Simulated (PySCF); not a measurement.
**How methods differ on the electron affinity of S**

S⁻ [Ne] 3s2 3p5 (2P) → S [Ne] 3s2 3p4 (3P), as a difference of total energies. Computed with PySCF 2.14 in x2c-TZVPPall with one added diffuse shell each of s, p, d type (6s6p4d1f, 51 functions), with the spin-free X2C one-electron Hamiltonian (Gaussian nucleus). Correlated levels: valence and next inner shell: 1s2 frozen. The calculations carry no spin-orbit coupling.

```json
{"method": "UHF", "electron affinity (eV)": "0.874"}
{"method": "MP2 (valence and next inner shell)", "electron affinity (eV)": "1.877"}
{"method": "SCS-MP2 (valence and next inner shell)", "electron affinity (eV)": "1.870"}
{"method": "CCSD (valence and next inner shell)", "electron affinity (eV)": "1.805"}
{"method": "CCSD(T) (valence and next inner shell)", "electron affinity (eV)": "1.883"}
```

**Question.** How much does correlation contribute at CCSD(T) (valence and next inner shell)?

**Answer.** 1.883 − (0.874) = 1.009 eV, measured against UHF.

Errors of the correlated levels include the incompleteness of this basis and the frozen core.

For comparison: 2.077 eV (measured; photodetachment measurements, as compiled on the Wikipedia data page of electron affinities).
